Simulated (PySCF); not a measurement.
# How methods differ on the electron affinity of Al

Al⁻ [Ne] 3s2 3p2 (3P) → Al [Ne] 3s2 3p1 (2P), as a difference of total energies. Computed with PySCF 2.14 in aug-cc-pV(Q+d)Z, with the non-relativistic Hamiltonian (point nucleus). Correlated levels: valence: [Ne] frozen. The calculations carry no spin-orbit coupling.

```
           method  electron affinity (eV)
              UHF                   0.014
              LDA                   0.643
              PBE                   0.586
             PBE0                   0.533
           r2SCAN                   0.606
             BLYP                   0.384
           revPBE                   0.564
            B97-3                   0.361
             TPSS                   0.513
    MP2 (valence)                   0.379
SCS-MP2 (valence)                   0.278
```

How much does correlation contribute at MP2 (valence)?

0.379 − (0.014) = 0.365 eV, measured against UHF.

Errors of the correlated levels include the incompleteness of this basis and the frozen core.

In the anion the highest occupied orbital energy is positive at LDA, PBE, PBE0, r2SCAN, BLYP, revPBE, B97-3, TPSS, a self-interaction effect; the basis confines that electron, and the energy difference can still be sensible.

For comparison: 0.433 eV (measured; photodetachment measurements, as compiled on the Wikipedia data page of electron affinities).
